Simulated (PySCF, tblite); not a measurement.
dinitrogen and 3 × hydrogen fluoride

A gas-phase complex of dinitrogen and 3 × hydrogen fluoride; neutral, singlet. The structure comes from a short search (6 tight-binding starts) and was relaxed by PBE0-D3(BJ)/def2-SVPD; another way of binding may lie lower. Frequencies by PBE0-D3(BJ)/def2-SVPD show no clear imaginary mode.

| part | name | SMILES | atoms | charge | multiplicity |
| --- | --- | --- | --- | --- | --- |
| 1 | dinitrogen | N#N | 1–2 | 0 | 1 |
| 2 | hydrogen fluoride | F | 3–4 | 0 | 1 |
| 3 | hydrogen fluoride | F | 5–6 | 0 | 1 |
| 4 | hydrogen fluoride | F | 7–8 | 0 | 1 |

Coordinates in Å:
```
N1      0.546    0.041   -0.116
N2     -0.393   -0.377    0.265
F3      2.859    1.215   -1.098
H4      2.063    0.854   -0.756
F5      2.515    3.736   -1.340
H6      2.795    2.836   -1.316
F7      0.271    2.991   -0.302
H8      0.990    3.468   -0.667
```

Contacts between parts, classed by geometry: H6···F3 1.637 Å (hydrogen bond, 164°); H8···F5 1.688 Å (hydrogen bond, 158°); H4···N1 1.836 Å (hydrogen bond, 176°).

Interaction energies are complex less parts, with the parts frozen as they stand in it; counterpoise-corrected, in kcal/mol (PySCF).

Question: Give the interaction energy at each level run.

Answer: 
| level | interaction | superposition error removed |
| --- | --- | --- |
| wB97M-D3(BJ)/def2-TZVPD | -16.61 | -0.26 |
| PBE0-D3(BJ)/def2-TZVPD | -18.22 | -0.24 |

Question: What holds them together? Decompose the wB97M-D3(BJ)/def2-TZVPD energy: frozen parts, their antisymmetrised product, then relaxation.

Answer: electrostatic -28.0, Pauli repulsion +32.1, orbital relaxation -18.8, dispersion correction -2.1 kcal/mol, which sum to the value before the counterpoise correction; the Pauli term holds the exchange-correlation of the frozen density too. Of the attraction, 57 % is electrostatic, 38 % is orbital relaxation, 4 % is dispersion correction.

The parts were also relaxed and run alone, at the levels used for the complex: shieldings by PBE0/pcSseg-2.

Question: What does binding change?

Answer: 
```tsv
property	alone	in the complex	change
F5–H6 bond (Å)	0.920	0.942	+0.022
shielding of H6 (ppm)	29.19	23.95	-5.24
shielding of F3 (ppm)	410.9	383.6	-27.2
shielding of H8 (ppm)	29.19	25.02	-4.17
shielding of F5 (ppm)	410.9	389.0	-21.9
```

Question: What are the binding energy from relaxed parts (wB97M-D3(BJ)/def2-TZVPD), and ΔH and ΔG of association at 298.15 K and 1 atm?

Answer: -16.18 kcal/mol, -10.50 with zero-point energy; ΔH -12.5 and ΔG +10.8 kcal/mol, from harmonic vibrations by PBE0-D3(BJ)/def2-SVPD with low modes damped.
